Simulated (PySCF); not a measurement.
Work out the structure from these simulated measurements.

Elements present: C, F, H and N. Monoisotopic mass: 75.0484 u.

* UV, strongest line: among the 6 lowest singlet transitions: S5 at 8.12 eV (153 nm, f = 0.128) [TDDFT PBE0/def2-SVPD]
* 13C NMR: chemical shifts (computed TMS as zero) by class: 170.7 (1 C), 83.4 (1 C), 49.0 (1 C) ppm [GIAO PBE0/pcSseg-1]
* Rotational structure: rotational constants A, B, C: 23.486, 2.123, 2.065 GHz [GFN2-xTB]
* Triplet: lowest triplet excitation (Tamm–Dancoff): 4.28 eV [TDA PBE0/def2-SVPD]
* 1H NMR: chemical shifts (computed TMS as zero) by class: 11.25 (1 H), 7.64 (1 H), 4.88 (2 H), 2.60 (2 H) ppm [GIAO PBE0/pcSseg-1]
* UV, first state: lowest singlet excitation: 5.15 eV (241 nm, f = 0.002) [TDDFT PBE0/def2-SVPD]

Electronic properties: PySCF, gas phase, density fitting. Levels stand in brackets. The structure is a single GFN2-xTB conformer in the gas phase; no vibrational or solvent corrections. NMR classes are plain means over equivalent atoms (diastereotopic ones count apart unless rotation or inversion swaps them), as if these changed places fast.

Problem. Which formula fits the mass and the elements?

Solution. C3H6FN (calculated 75.0484). No other formula that holds each of these elements comes within 0.0003 u with a fitting electron parity and a possible valence count.

Problem. Give a SMILES that accounts for the data.

Solution. Numbering: `[H]/[N:1]=[CH:2]\[CH2:3][CH2:4][F:5]`. Its formula, C3H6FN, gives 1 degree of unsaturation: 0 rings and 1 π bond in the structure found. 3 carbons fall into 3 classes; from least to most shielded: imine carbon [C2] (170.7 ppm), sp3 C–F carbon [C4] (83.4 ppm), chain CH2 carbon [C3] (49.0 ppm). Hydrogen classes from least to most shielded: 1 H on an imine nitrogen, N1 (11.25 ppm), 1 H on an imine carbon, C2 (7.64 ppm), 2 H on an sp3 C–F carbon, C4 (4.88 ppm), 2 H on a chain CH2 carbon, C3 (2.60 ppm, a mean of values up to 0.6 ppm apart in this geometry). S1 is mainly HOMO→LUMO (weight 0.99); the largest Löwdin shares of the orbital it empties are 0.60 on the imine nitrogen, 0.14 on the imine carbon, 0.08 on the chain CH2 carbon and 0.08 on the N–H hydrogen, of the orbital it fills 0.37 on the imine carbon, 0.36 on the imine nitrogen, 0.08 on the chain CH2 carbon and 0.05 on the hydrogen on a C=N carbon. The optimised geometry has point group C1 and is an asymmetric top. Structure: `[H]/N=C\CCF`. Computed isomers that give other values at the same levels: `NC/C=C/F` (lowest singlet excitation: 6.36 eV (195 nm, f = 0.018)). The assignments are read from this structure; whether some other isomer fits the data as well wasn't checked.

The values belong to the conformer `[H]/[N:1]=[CH:2]\[CH2:3][CH2:4][F:5]`: N1–C2–C3–C4 -132°, C2–C3–C4–F5 -175°.
